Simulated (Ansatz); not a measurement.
Conformers of `CC(F)(F)CF`, each relaxed with PBE0-D4/def2-TZVP in Ansatz. CBS adds the triple-zeta coupled-cluster correction to the MP2 limit.

Not all of them had a frequency check.

Conformer A:

```xyz
11

C     0.983    0.039   -0.865
C     0.215    0.308    0.399
F     0.064    1.652    0.563
F     0.933   -0.130    1.470
C    -1.152   -0.345    0.426
F    -1.798   -0.065    1.598
H     1.150   -1.031   -0.988
H     0.439    0.423   -1.729
H     1.947    0.544   -0.800
H    -1.034   -1.429    0.336
H    -1.748    0.034   -0.408
```

Conformer B:

Z-matrix (Å, degrees):
```
C
C 1 1.500
H 1 1.090 2 110.1
H 1 1.089 2 109.7 3 -120.2
H 1 1.090 2 109.0 3 119.9
F 2 1.362 1 109.4 3 -176.2
F 2 1.367 1 110.2 3 -59.5
C 2 1.516 1 115.7 3 60.6
F 8 1.373 2 110.1 1 54.7
H 8 1.093 2 109.0 1 174.3
H 8 1.093 2 109.5 1 -65.2
```

Question: Which is lowest in electronic energy at CCSD(T)/CBS (frozen core, def2 sets), and by how much? (Best estimate.)

Answer: The calculation gave: B; A lies 6.5 kJ/mol higher.

Question: Give the energies relative to B (kJ/mol) with r2SCAN-D4/def2-TZVPP, B3LYP-D4/def2-TZVPP, PBE0/def2-TZVPP, B3LYP/def2-TZVPP, HF/def2-TZVPP, CCSD/def2-TZVPP, MP2/def2-QZVPP. (Best estimate.)

Answer: Ansatz gave: 
```tsv
level	A
r2SCAN-D4/def2-TZVPP	6.3
B3LYP-D4/def2-TZVPP	6.8
PBE0/def2-TZVPP	6.1
B3LYP/def2-TZVPP	6.7
HF/def2-TZVPP	6.6
CCSD/def2-TZVPP	6.6
MP2/def2-QZVPP	6.5
```

B3LYP here is the variant with VWN-RPA as its local correlation; programs differ in this.
